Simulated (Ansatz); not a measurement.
# BSiHO (triplet): wave-function methods side by side at distance O2–Si3 = 1.317 Å, cc-pVDZ

Aim: climb from Hartree-Fock through coupled cluster and multireference methods for BSiHO (triplet) at one geometry and basis, and see what each rung misses.

Method: cc-pVDZ, core rule «outside noble gas», up to 7 orbitals frozen; program: Ansatz 0.2.0, Gaussian basis.

Plan: UHF; CCSD(T) on ROHF; CCSD(T) on UHF; BCCD(T) on ROHF; CISD; CCSDT(Q) on ROHF; CCSDT(Q) on UHF; CASSCF and MRCISD+Q, 4 electrons in 4 orbitals; CASSCF and NEVPT2, 4 electrons in 4 orbitals.

13 further runs of the same task are left out: 12 that didn't finish, 1 set aside as unsound or not needed.

## 1. The geometry

The geometry derives from a PBE0/def2-TZVP stationary point (not a proven minimum). One bond is set to the value named and the two fragments are kept rigid.

4 atoms, charge 0, spin multiplicity 3.

Atoms are counted from 1 here; the program's logs count them from 0.

Bond lengths: B1–O2 1.301 Å, B1–H4 1.196 Å, O2–Si3 1.317 Å. Angles: O2–B1–H4 128.4°, B1–O2–Si3 176.8°.

## 2. UHF

Input file in.yaml:

```yaml
crystal:
  periodic: [false, false, false]
  atoms:
    - {symbol: B, position_ang: [0.000005, -0.131266, 1.668298]}
    - {symbol: O, position_ang: [0.000001, -0.013282, 0.372406]}
    - {symbol: Si, position_ang: [-0.000002, 0.031737, -0.943825]}
    - {symbol: H, position_ang: [-0.000003, 0.734441, 2.493761]}
basis:
  gaussian: {orbitals: cc-pVDZ}
magnetization: {spin_polarized: true, initial_magnetization: 2}
hamiltonian: {xc: hf}
output: {orbitals: {seedname: orbitals}}
```

Started as:

```sh
$ ansatz run in.yaml --threads 1 --pin off --events-out ev --progress --plain --max-ram 2393MiB
```

The runs that follow: CCSD(T) on ROHF; CCSD(T) on UHF; BCCD(T) on ROHF; CISD; CCSDT(Q) on ROHF; CCSDT(Q) on UHF; CASSCF and MRCISD+Q, 4 electrons in 4 orbitals; CASSCF and NEVPT2, 4 electrons in 4 orbitals.

Before running them: what should the planned runs give, taken together? Wanted: UCCSDT(Q) below the RHF energy; RMP2 from UCCSDT(Q); UMP2 from UCCSDT(Q); RCCSD from UCCSDT(Q); RCCSD(T) from UCCSDT(Q); UCCSD(T) from UCCSDT(Q); RCCSDT(Q) from UCCSDT(Q); NEVPT2 pair from UCCSDT(Q); MRCISD+Q pair from UCCSDT(Q).

As calculated:

| quantity | value |
| --- | --- |
| UCCSDT(Q) below the RHF energy | -9.2233 eV |
| RMP2 from UCCSDT(Q) | +26.39 kcal/mol |
| UMP2 from UCCSDT(Q) | +26.41 kcal/mol |
| RCCSD from UCCSDT(Q) | +7.06 kcal/mol |
| RCCSD(T) from UCCSDT(Q) | +1.37 kcal/mol |
| UCCSD(T) from UCCSDT(Q) | +1.38 kcal/mol |
| RCCSDT(Q) from UCCSDT(Q) | +0.07 kcal/mol |
| NEVPT2 pair from UCCSDT(Q) | +25.44 kcal/mol |
| MRCISD+Q pair from UCCSDT(Q) | +6.29 kcal/mol |
| levels within 1 kcal/mol (43 meV) | RCCSDT, UCCSDT, RCCSDT(Q) |
| T1 diagnostic | 0.043 |

What this shows: RCCSD(T) misses by +1.37 kcal/mol, 0.6 % of the correlation energy. Of the multireference levels listed MRCISD+Q pair comes nearest in total energy (+6.29 kcal/mol), which doesn't show that its space is the better one. These misses are within one basis, not against nature; the frozen cores of restricted and unrestricted runs differ, which can shift their rows.
